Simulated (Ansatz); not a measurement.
C4H7NO, SMILES CC1=NCCO1, a single point in a Gaussian basis

With the Ansatz DFT code, driven from Python.

The cells in order, each with its output:

In [1]:
```python
from pathlib import Path

import ansatz as az
from rdkit import Chem
from rdkit.Chem import AllChem
```

In [2]:
```python
BASIS_SET = "def2-SVP"
XC = "PBE0"
```

In [3]:
```python
# a force-field geometry from the SMILES
rd = Chem.AddHs(Chem.MolFromSmiles("CC1=NCCO1"))
AllChem.EmbedMolecule(rd, randomSeed=389)
AllChem.UFFOptimizeMolecule(rd)
molecule = az.Crystal.molecule()
for atom, xyz in zip(rd.GetAtoms(), rd.GetConformer().GetPositions()):
    molecule = molecule.atom(atom.GetSymbol(), xyz.round(5).tolist())
```

In [4]:
```python
base = (
    molecule.calculation()
    .basis(gaussian=BASIS_SET)
    .functional(XC)
    .orbitals()
)
res = base.run(threads=1, backend="cpu", runs_dir="runs")
r = res.report
```

In [5]:
```python
r["reference_energy_ev"]
```
Out [5]:
```text
-7784.026318494885
```

In [6]:
```python
sorted(key for key in r if key.endswith("_ev"))
```
Out [6]:
```text
['free_energy_ev', 'reference_energy_ev']
```

In [7]:
```python
type(res).__name__, type(r).__name__
```
Out [7]:
```text
('RunOutcome', 'dict')
```

In [8]:
```python
for key in ("converged", "free_energy_ev", "reference_energy_ev", "n_frozen", "n_occupied", "n_virtual"):
    print(f"{key:22s} {r[key]}")
```
```text
converged              True
free_energy_ev         -7784.026318494885
reference_energy_ev    -7784.026318494885
n_frozen               0
n_occupied             [23, 23]
n_virtual              [96, 96]
```

In [9]:
```python
state = r["mean_field"]["state"]
print(f"mean field: {state['energy']['hartree']:.7f} Ha, <S^2> = {abs(state['spin_squared']):.4f}, stability: {state.get('stability', {}).get('kind')}")
```
```text
mean field: -286.0576910 Ha, <S^2> = 0.0000, stability: minimum
```

In [10]:
```python
lines = Path(r["orbitals_path"]).read_text().splitlines()
field_of = lambda key: [line.split("=")[1].strip() for line in lines if line.startswith(key)]
orbitals = [(27.211386 * float(e), s, float(n)) for e, s, n in zip(field_of("Ene="), field_of("Spin="), field_of("Occup="))]
homo = max(e for e, _, n in orbitals if n > 0.5)
lumo = min(e for e, _, n in orbitals if n < 0.5)
for e, spin, n in sorted(orbitals):
    if homo - 10 < e < lumo + 5:
        print(f"{spin:6s} {e:10.3f} eV  occupation {n:.0f}")
```
```text
Alpha     -15.476 eV  occupation 2
Alpha     -14.071 eV  occupation 2
Alpha     -13.696 eV  occupation 2
Alpha     -12.643 eV  occupation 2
Alpha     -12.108 eV  occupation 2
Alpha     -11.419 eV  occupation 2
Alpha     -11.137 eV  occupation 2
Alpha     -10.807 eV  occupation 2
Alpha      -9.782 eV  occupation 2
Alpha      -9.685 eV  occupation 2
Alpha      -7.417 eV  occupation 2
Alpha      -6.757 eV  occupation 2
Alpha       0.593 eV  occupation 0
Alpha       1.895 eV  occupation 0
Alpha       2.349 eV  occupation 0
Alpha       2.926 eV  occupation 0
Alpha       3.340 eV  occupation 0
Alpha       3.679 eV  occupation 0
Alpha       3.761 eV  occupation 0
Alpha       4.293 eV  occupation 0
Alpha       5.200 eV  occupation 0
Alpha       5.463 eV  occupation 0
```

What to keep in mind:
- Total energies depend on the basis set; only differences at equal settings carry meaning.
- The geometry is a force-field or estimated start, not a minimum of this method, and the basis set is short of its limit.
- Alpha marks a spatial orbital of a restricted run, filled by both spins.
- Levels such as HOMO and LUMO are orbital energies: with these approximate functionals they aren't the ionisation energy and electron affinity, and their gap isn't the fundamental gap.
- Finished in 3.9 s on 1 thread of Arm Neoverse V2, with other jobs on the host, peak memory 0.38 GiB.

(Lines on the test bed's own set-up are left out of the output.)
